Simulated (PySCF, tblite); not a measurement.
Neopentyl alcohol, C5H12O.
SMILES with atom numbers: `[CH3:1][C:2]([CH3:3])([CH3:4])[CH2:5][OH:6]` (hydrogens: H7, H8, H9 on C1; H10, H11, H12 on C3; H13, H14, H15 on C4; H16, H17 on C5; H18 on O6)

Computed with GFN2-xTB (tblite), gas phase: nudged elastic band of 9 images (0 to 8), spring 0.2 eV/Å², climbing image at the end, force threshold 0.05 eV/Å. The top image wasn't refined or checked by frequencies; at this threshold it can lie a kcal/mol or more above the true saddle point of the method.

Path: rotation about C2–C5 (quaternary sp3 carbon, carbinol carbon (C–OH)), followed by the dihedral C3–C2–C5–O6.

Image 0 (start, dihedral -59°):
```
atom  x, y, z in Å
C1     -0.478   -0.935    1.068
C2      0.151   -0.056   -0.018
C3      0.902    1.109    0.629
C4      1.112   -0.900   -0.856
C5     -0.948    0.501   -0.946
O6     -1.896    1.310   -0.295
H7      0.301   -1.419    1.652
H8     -1.101   -1.709    0.622
H9     -1.085   -0.343    1.750
H10     1.443    1.677   -0.123
H11     0.202    1.779    1.122
H12     1.615    0.743    1.365
H13     1.921   -1.278   -0.234
H14     0.594   -1.749   -1.297
H15     1.544   -0.308   -1.659
H16    -0.495    1.143   -1.706
H17    -1.448   -0.336   -1.459
H18    -2.341    0.777    0.373
```

Image 8 (end, 0.000 eV, dihedral 61°):
```
atom  x, y, z in Å
C1     -0.331   -1.341    0.933
C2      0.050   -0.135    0.072
C3      0.546    0.998    0.976
C4      1.149   -0.525   -0.917
C5     -1.199    0.320   -0.709
O6     -0.982    1.422   -1.554
H7      0.540   -1.712    1.467
H8     -0.723   -2.145    0.314
H9     -1.091   -1.069    1.662
H10     0.932    1.829    0.388
H11    -0.257    1.362    1.616
H12     1.353    0.642    1.612
H13     2.072   -0.757   -0.390
H14     0.849   -1.397   -1.493
H15     1.337    0.292   -1.609
H16    -1.530   -0.486   -1.369
H17    -2.012    0.537    0.001
H18    -0.711    2.170   -1.012
```

Problem. What do the inner images look like?

Solution. 
Image 1: +0.028 eV, dihedral -45°
```
atom  x, y, z in Å
C1     -0.466   -0.997    1.047
C2      0.134   -0.072   -0.017
C3      0.846    1.103    0.657
C4      1.136   -0.865   -0.858
C5     -0.978    0.449   -0.954
O6     -1.777    1.465   -0.402
H7      0.326   -1.458    1.634
H8     -1.045   -1.791    0.580
H9     -1.113   -0.452    1.731
H10     1.360    1.709   -0.085
H11     0.133    1.740    1.175
H12     1.574    0.739    1.378
H13     1.948   -1.231   -0.233
H14     0.653   -1.718   -1.328
H15     1.561   -0.240   -1.639
H16    -0.531    0.891   -1.849
H17    -1.605   -0.401   -1.268
H18    -2.164    1.137    0.417
```

Image 2: +0.089 eV, dihedral -30°
```
atom  x, y, z in Å
C1     -0.446   -1.055    1.033
C2      0.117   -0.087   -0.012
C3      0.799    1.089    0.693
C4      1.153   -0.827   -0.860
C5     -1.016    0.405   -0.948
O6     -1.655    1.590   -0.544
H7      0.363   -1.487    1.619
H8     -0.982   -1.869    0.549
H9     -1.127   -0.554    1.718
H10     1.274    1.744   -0.034
H11     0.087    1.681    1.264
H12     1.558    0.717    1.378
H13     1.972   -1.178   -0.236
H14     0.702   -1.685   -1.352
H15     1.563   -0.170   -1.622
H16    -0.608    0.632   -1.937
H17    -1.755   -0.403   -1.065
H18    -2.008    1.464    0.343
```

Image 3: +0.143 eV, dihedral -15°
```
atom  x, y, z in Å
C1     -0.424   -1.109    1.021
C2      0.103   -0.100   -0.004
C3      0.755    1.074    0.734
C4      1.167   -0.787   -0.864
C5     -1.055    0.370   -0.931
O6     -1.522    1.676   -0.707
H7      0.401   -1.525    1.597
H8     -0.932   -1.930    0.519
H9     -1.122   -0.645    1.714
H10     1.188    1.777    0.027
H11     0.040    1.611    1.354
H12     1.543    0.698    1.383
H13     1.997   -1.120   -0.246
H14     0.746   -1.652   -1.371
H15     1.552   -0.102   -1.614
H16    -0.717    0.374   -1.971
H17    -1.887   -0.346   -0.854
H18    -1.841    1.742    0.199
```

Image 4 (top): +0.159 eV, dihedral 0°
```
atom  x, y, z in Å
C1     -0.403   -1.160    1.006
C2      0.092   -0.112    0.005
C3      0.708    1.060    0.777
C4      1.177   -0.744   -0.871
C5     -1.092    0.342   -0.903
O6     -1.388    1.715   -0.876
H7      0.435   -1.569    1.567
H8     -0.895   -1.980    0.487
H9     -1.107   -0.727    1.712
H10     1.114    1.800    0.092
H11    -0.019    1.548    1.423
H12     1.514    0.688    1.406
H13     2.023   -1.056   -0.263
H14     0.785   -1.617   -1.388
H15     1.531   -0.033   -1.613
H16    -0.853    0.132   -1.949
H17    -1.989   -0.240   -0.644
H18    -1.641    1.960    0.020
```

Image 5: +0.130 eV, dihedral 17°
```
atom  x, y, z in Å
C1     -0.381   -1.213    0.987
C2      0.081   -0.124    0.017
C3      0.657    1.047    0.822
C4      1.181   -0.693   -0.883
C5     -1.126    0.320   -0.860
O6     -1.252    1.705   -1.056
H7      0.470   -1.620    1.530
H8     -0.864   -2.024    0.448
H9     -1.086   -0.812    1.712
H10     1.062    1.809    0.160
H11    -0.095    1.502    1.464
H12     1.461    0.682    1.459
H13     2.046   -0.984   -0.291
H14     0.818   -1.572   -1.411
H15     1.496    0.045   -1.616
H16    -1.019   -0.097   -1.865
H17    -2.056   -0.083   -0.430
H18    -1.402    2.119   -0.199
```

Image 6: +0.075 eV, dihedral 32°
```
atom  x, y, z in Å
C1     -0.360   -1.261    0.969
C2      0.072   -0.132    0.033
C3      0.611    1.034    0.869
C4      1.177   -0.639   -0.896
C5     -1.154    0.306   -0.810
O6     -1.135    1.648   -1.228
H7      0.503   -1.669    1.491
H8     -0.835   -2.062    0.408
H9     -1.066   -0.894    1.711
H10     1.030    1.808    0.228
H11    -0.171    1.470    1.489
H12     1.399    0.675    1.527
H13     2.061   -0.914   -0.325
H14     0.837   -1.516   -1.442
H15     1.452    0.128   -1.616
H16    -1.189   -0.281   -1.732
H17    -2.076    0.102   -0.245
H18    -1.166    2.204   -0.442
```

Image 7: +0.023 eV, dihedral 47°
```
atom  x, y, z in Å
C1     -0.341   -1.303    0.952
C2      0.061   -0.135    0.052
C3      0.570    1.022    0.921
C4      1.165   -0.581   -0.908
C5     -1.178    0.302   -0.759
O6     -1.040    1.546   -1.398
H7      0.534   -1.712    1.454
H8     -0.804   -2.093    0.367
H9     -1.049   -0.976    1.710
H10     0.992    1.815    0.306
H11    -0.234    1.432    1.530
H12     1.352    0.664    1.587
H13     2.066   -0.849   -0.361
H14     0.840   -1.448   -1.479
H15     1.404    0.217   -1.607
H16    -1.359   -0.419   -1.561
H17    -2.061    0.308   -0.101
H18    -0.927    2.216   -0.716
```

The largest changes of bonds and angles from start to top: C2–C5 1.543 → 1.559 Å, C2–C3 1.530 → 1.533 Å, C3–C2–C5 109.3 → 112.1°, C2–C3–H11 110.1 → 111.9°, C2–C5–O6 114.2 → 115.7°. GFN2-xTB torsional profiles can miss by a kcal/mol or more and can put conformers in the wrong order.

Problem. What do single points at PBE0/pcSseg-1 (PySCF, no dispersion term) give on some images?

Solution. 
```tsv
image	GFN2-xTB E (eV)	DFT E (eV)	HOMO (eV)	LUMO (eV)	dipole (D)
0	0.000	0.000	-7.64	1.17	1.66
2	0.089	0.137	-7.63	1.07	1.61
4	0.159	0.257	-7.59	1.09	1.56
6	0.075	0.126	-7.58	1.17	1.63
8	0.000	-0.001	-7.64	1.17	1.66
```

Energies count from image 0 at each level. At the GFN2-xTB top the DFT energy is 5.9 kcal/mol against 3.7; the geometries weren't optimised at the DFT level.

The cost below is that of the whole band run. The run took 3.3 s wall on one thread, Intel Xeon at 2.80 GHz (x86_64), shared host with 64 logical CPUs at a one-minute load of 10, and the process peaked at 0.18 GiB of memory.
